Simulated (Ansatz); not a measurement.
AlB2H5, SMILES B[BH][AlH2], a ladder of basis sets

With the Ansatz DFT code, driven from Python.

Notebook, run cell by cell (the value of a cell's last expression is shown):

In [1]:
```python
import ansatz as az
from ase import Atoms

atoms = Atoms(['B', 'B', 'Al', 'H', 'H', 'H', 'H', 'H'], positions=[
    (-1.1978, 0.6548, -0.753),
    (0.0992, 0.6979, 0.1953),
    (1.0593, -1.0656, 0.5844),
    (-1.5742, -0.3009, -1.2277),
    (-1.8062, 1.7062, -1.0094),
    (0.5008, 1.7303, 0.6516),
    (0.5802, -2.4354, -0.0156),
    (2.4309, -1.0444, 1.5186),
])
system = az.Crystal.molecule_from_ase(atoms)
```

In [2]:
```python
job = system.calculation().functional('PBE0')
```

In [3]:
```python
energies = {}
for basis in ['STO-3G', '6-31G', '6-31G*', 'def2-SVP', 'def2-SVPD', 'def2-TZVP', 'def2-TZVPP']:
    data = job.basis(gaussian=basis).run(threads=1, pin='off').report
    size = data['n_frozen'] + data['n_occupied'][0] + data['n_virtual'][0]
    energies[basis] = (data['reference_energy_ev'] / 27.211386246, data['free_energy_ev'] / 27.211386246)
    print(f'{basis:14s} {size:4d} orbitals  reference {energies[basis][0]:14.6f} Ha  total {energies[basis][1]:14.6f} Ha')
```
```text
STO-3G           24 orbitals  reference    -291.243634 Ha  total    -291.243634 Ha
6-31G            41 orbitals  reference    -294.745075 Ha  total    -294.745075 Ha
6-31G*           59 orbitals  reference    -294.770723 Ha  total    -294.770723 Ha
def2-SVP         71 orbitals  reference    -294.667856 Ha  total    -294.667856 Ha
def2-SVPD       104 orbitals  reference    -294.671530 Ha  total    -294.671530 Ha
def2-TZVP       129 orbitals  reference    -294.809423 Ha  total    -294.809423 Ha
def2-TZVPP      174 orbitals  reference    -294.810323 Ha  total    -294.810323 Ha
```

In [4]:
```python
last = energies['def2-TZVPP'][1]
for basis, (_, total) in energies.items():
    print(f'{basis:14s} lies {27.211386 * (total - last):9.4f} eV above def2-TZVPP')
```
```text
STO-3G         lies   97.0546 eV above def2-TZVPP
6-31G          lies    1.7755 eV above def2-TZVPP
6-31G*         lies    1.0776 eV above def2-TZVPP
def2-SVP       lies    3.8767 eV above def2-TZVPP
def2-SVPD      lies    3.7768 eV above def2-TZVPP
def2-TZVP      lies    0.0245 eV above def2-TZVPP
def2-TZVPP     lies    0.0000 eV above def2-TZVPP
```

Against STO-3G: 6-31G -3501.4 mHa, 6-31G* -3527.1 mHa, def2-SVP -3424.2 mHa, def2-SVPD -3427.9 mHa, def2-TZVP -3565.8 mHa and def2-TZVPP -3566.7 mHa. The last step alone is -0.90 mHa (these two sets differ little on atoms other than hydrogen). From the first set to the last the time grows from 0.5 to 2.9 s.

Notes:
- The settings weren't tested for convergence.
- The geometry is a force-field or estimated start, not a minimum of this method, and the last set is no limit. Much of the fall in a total is atomic energy, which cancels in bond and reaction energies.
- Totals across families of basis sets mostly measure their core functions.
- Run time: 11 s on 1 thread of Arm Neoverse V2, on a shared host, peak memory 0.36 GiB.
